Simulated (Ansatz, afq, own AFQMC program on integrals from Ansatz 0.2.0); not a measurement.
Integrals from Ansatz 0.2.0, then the random walk in our own AFQMC program (afq).

```yaml
crystal:
  periodic: [false, false, false]
  atoms:
    - {symbol: Ge, position_ang: [0.000000, 0.000000, 0.000000]}
    - {symbol: H, position_ang: [0.000000, 0.000000, 1.633171]}
basis:
  gaussian: {orbitals: aug-cc-pVDZ}
magnetization: {spin_polarized: true, initial_magnetization: 1}
correlation: {method: ccsd_t, electrons: outside_noble_gas, hamiltonian_folder: ham}
```

```sh
$ ansatz run in.yaml --threads 1 --pin off --events-out ev --progress --plain --max-ram 16896MiB --backend cuda --devices 0, --max-vram 18GiB
```

afq runs on the folder ham with

```
--method phaseless --trial cisd --walkers 4000 --populations 20 --least-time 60 --time-step 0.005 --steps-per-block 50 --equilibration-blocks 28 --max-blocks 4000 --target-error 0.00014 --factor-cut 1e-05 --start spin_pure --seed 6127 --release-times 0.24,0.51,0.99,1.62,2.4 --release-step 0.03 --release-every 3 --taylor-order 6
```

Times are imaginary, in 1/Eh. The walk had a cap of 122 s. With eight or more populations the least sampling time is a fifth of least-time, and the error comes from their spread. Filled inner d shells are frozen with the cores.

Output of the walk:

```
orbitals 31  electrons 3 2  factors 224 of 493
reference energy -2075.86350220 Eh
CCSD correlation -0.08610283 Eh in 11 cycles, weight of the determinant in the CISD state 0.9255
energy of the start -2075.949504 Eh
 block  time / (1/Eh)  mean weight  energy / Eh
     1     0.250  1.0000  -2075.949260
     2     0.500  1.0000  -2075.949459
     3     0.750  0.9999  -2075.949783
     4     1.000  1.0001  -2075.950087
     5     1.250  1.0000  -2075.950414
     8     2.000  1.0000  -2075.951069
    11     2.750  0.9999  -2075.951620
    14     3.500  1.0000  -2075.951588
    17     4.250  0.9999  -2075.951710
    20     5.000  1.0000  -2075.951686
    23     5.750  1.0001  -2075.951763
    26     6.500  1.0000  -2075.951788
    29     7.250  1.0001  -2075.951870
    32     8.000  1.0001  -2075.951880
    35     8.750  0.9999  -2075.951758
    38     9.500  0.9999  -2075.951710
    40    10.000  1.0000  -2075.951518
    41    10.250  1.0001  -2075.951608
    44    11.000  1.0000  -2075.951873
    47    11.750  0.9999  -2075.952031
    50    12.500  0.9998  -2075.951848
    53    13.250  1.0001  -2075.951777
    56    14.000  0.9999  -2075.951805
    59    14.750  1.0001  -2075.951879
    62    15.500  1.0002  -2075.951704
    65    16.250  1.0001  -2075.951731
    68    17.000  1.0000  -2075.951775
    71    17.750  0.9999  -2075.951675
    74    18.500  0.9999  -2075.951724
    77    19.250  1.0002  -2075.951812
    78    19.500  1.0000  -2075.951885
error from the spread of 20 populations
released: time / (1/Eh)  energy / Eh  error  mean overlap
  0.24  -2075.951825  0.000049  0.9991
  0.51  -2075.951892  0.000041  0.9982
  0.99  -2075.951939  0.000026  0.9948
  1.62  -2075.951993  0.000021  0.9915
  2.40  -2075.951994  0.000020  0.9884
energy -2075.951774 +/- 0.000046 Eh
(rows thinned)
```

The run passed its tests (sampling time, drift between the halves within three errors, error under three times the target), which doesn't prove that it has relaxed.

Against this walk (error 1.2 meV) on the same determinant: CCSD(T) 10.9 meV higher, CCSDT(Q) 5.1 meV lower, CCSDTQ 5.4 meV lower, full CI 5.4 meV lower. The error is statistical and leaves out the bias of the constraint. Released to 2.40 1/Eh the energy lies 6.0 ± 1.4 meV (both errors) below the phaseless value, which shows part or all of the bias of the constraint, and full CI lies 0.6 meV above the released value. Full CI is exact here, so the walk's 5 meV above it is the walk's own error: the bias of the constraint with this trial.

Cautions: constraint bias not in the error; no relativity below Rb; no spin-orbit coupling; inner d shell frozen.

The walk took 28 s on 1 × NVIDIA H100 80GB HBM3 with 2 threads of AMD EPYC 7R13 Processor (Zen 3) (shared host) (the card was shared). The log's last line is the phaseless energy.

CCSDT and higher add their correlation energy to the determinant of the CCSD(T) run, since their own runs factorise the integrals more tightly (a shift of under 2 meV).
